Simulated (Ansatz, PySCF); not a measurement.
Molecule: ethylene, C2H4, charge 0, multiplicity 1. 
Geometry from a B3LYP-D3(BJ)/def2-TZVP (Ansatz, an electronic-structure program) optimisation:
```
C
C 1 1.3246
H 1 1.0833 2 121.73
H 2 1.0833 1 121.73 3 180.00
H 1 1.0833 3 116.54 2 -180.00
H 2 1.0833 4 116.54 1 180.00
```
Charge 0, spin multiplicity 1.

Quantity: vertical ionisation energy (to the doublet state of charge +1; each state is the SCF solution reached for its spin), in eV. Correlated levels leave the core frozen unless marked. Open shells are spin-unrestricted. No spin-orbit coupling. Non-relativistic. CBS(X,Y): correlation extrapolated as X^-3; Hartree-Fock from the larger set. [CCSD(T)-MP2]/basis is that difference in the basis named.

```json
[
 {"level": "HF/def2-SVPD", "program": "Ansatz", "vertical ionisation energy (eV)": "9.04"},
 {"level": "HF/aug-cc-pVTZ", "program": "Ansatz", "vertical ionisation energy (eV)": "8.95"},
 {"level": "B3LYP/def2-TZVPD", "program": "Ansatz", "vertical ionisation energy (eV)": "10.60"},
 {"level": "PBE0/def2-TZVPD", "program": "Ansatz", "vertical ionisation energy (eV)": "10.51"},
 {"level": "M06-2X/def2-TZVPD", "program": "PySCF", "vertical ionisation energy (eV)": "10.52"},
 {"level": "wB97X-V/def2-TZVPD", "program": "Ansatz", "vertical ionisation energy (eV)": "10.52"},
 {"level": "RI-MP2/CBS(def2-TZVPPD,def2-QZVPPD)", "program": "Ansatz", "vertical ionisation energy (eV)": "10.81"},
 {"level": "SCS-MP2/def2-SVPD", "program": "Ansatz", "vertical ionisation energy (eV)": "10.57"},
 {"level": "CCSD/aug-cc-pVTZ", "program": "Ansatz", "vertical ionisation energy (eV)": "10.55"},
 {"level": "RI-MP2/CBS(aug-cc-pVTZ,aug-cc-pVQZ)+[CCSD(T)-MP2]/aug-cc-pVTZ", "program": "Ansatz", "vertical ionisation energy (eV)": "10.79"}
]
```

For comparison, minus the highest occupied orbital energy (PySCF): 10.32 eV at HF/def2-TZVPD, 8.64 eV at MN15/def2-TZVPD, 7.22 eV at TPSSh/def2-TZVPD.
